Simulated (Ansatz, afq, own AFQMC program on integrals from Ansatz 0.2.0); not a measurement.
## AlNH₂, triplet: AFQMC among the cluster methods

```xyz
4

Al    0.0000    0.0000    0.6968
N     0.0000    0.0000   -1.0992
H     0.0000    0.8223   -1.6887
H     0.0000   -0.8223   -1.6887
```

Connectivity, by distances: Al–NH2.

Basis cc-pVDZ. Only valence electrons are correlated. Integrals, coupled cluster, full CI and functionals: Ansatz 0.2.0; the random walks run on the same integrals in our own AFQMC program. The CISD trial takes its coefficients from CCSD amplitudes. Released means that phaseless walkers are propagated on without the constraint, phases kept. ± is one standard error of the sampling.

Determinant: UHF, the one that the program's search chose, which needn't be the lowest solution. The geometry is a PBE0/def2-TZVP stationary point of this or a neighbouring charge and spin state.

No full CI on the walks' own integrals is used here; CCSDT(Q) serves as the reference and is uncertain by about the last step of the cluster series.

Cautions: another spin lies lower (by 2.47 eV).

- T1 diagnostic: 0.0203
- weight of the determinant in the CISD state: 0.910
- ⟨S²⟩ of the determinant: 2.005
- size of the correlated space: 10 electrons in 36 orbitals

Reference: CCSDT(Q), correlation energy -6.181 eV. The released energy is read at 1.50 1/Eh (meV from the phaseless value at times in 1/Eh: -22 ± 14 at 0.24, -16 ± 14 at 0.50, -24 ± 11 at 1.00, -39 ± 16 at 1.50).

| level | E − E(reference) (kcal/mol) | share of correlation (%) |
| --- | --- | --- |
| HF | 142.53 | 0.00 |
| MP2 | 14.46 | 89.86 |
| CCSD | 4.68 | 96.72 |
| CCSD(T) | 0.79 | 99.45 |
| CCSDT | 0.40 | 99.72 |
| ph-AFQMC/CISD | 0.65 ± 0.22 | 99.54 |
| released AFQMC | -0.25 ± 0.37 | 100.17 |

A walk keeps the symmetry of its determinant, which the program's search chose and which needn't be the lowest solution, so a lower state of the same spin and another symmetry isn't excluded. Released energies are given only where the last usable release times agree within the noise; a slower fall can still hide under it.
